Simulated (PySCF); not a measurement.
C2H5, SMILES [CH2]C (connectivity only; charge and spin as stated), charge +1, multiplicity 1.

Coordinates come from a PBE0-D3(BJ)/def2-TZVP optimisation. A frequency run showed that this geometry is not a minimum. The spin state was assumed, not searched. The isomer is the one that the SMILES or the coordinates give; other isomers of the formula were not compared.

Vertical ionisation energy (IE) and electron affinity (EA) in eV. Rows of orbital energies are one-electron estimates. Where ΔSCF, EOM or ADC give a negative EA the extra electron is unbound and the value depends on the basis.

| level | IE | EA |
|---|---|---|
| −ε(HOMO), −ε(LUMO), PBE0/def2-TZVPD (PySCF) | 17.77 | 10.60 |
| −ε(HOMO), −ε(LUMO), M06-2X/def2-TZVPD (PySCF) | 19.17 | 9.39 |
| ADC(2)/aug-cc-pVDZ (PySCF) | 20.53 | 8.24 |

Task: Give the lowest 1s main lines (those of the lightest heavy element) from CVS-ADC(2)-x/aug-cc-pVDZ (PySCF, non-relativistic), with pole strengths. (The exact figures need the calculation; the answer reports its results.)

Result: 299.4 eV (1.55), 303.5 eV (1.41).

Task: Beyond the first one, list the lowest photoelectron lines from ADC(2)/aug-cc-pVDZ run with PySCF 2.14.0 with their pole strengths (two spins summed). (The exact figures need the calculation; the answer reports its results.)

Result: 21.16 eV (1.84), 22.17 eV (1.82), 24.30 eV (1.81), 28.27 eV (1.77), 33.40 eV (1.68).
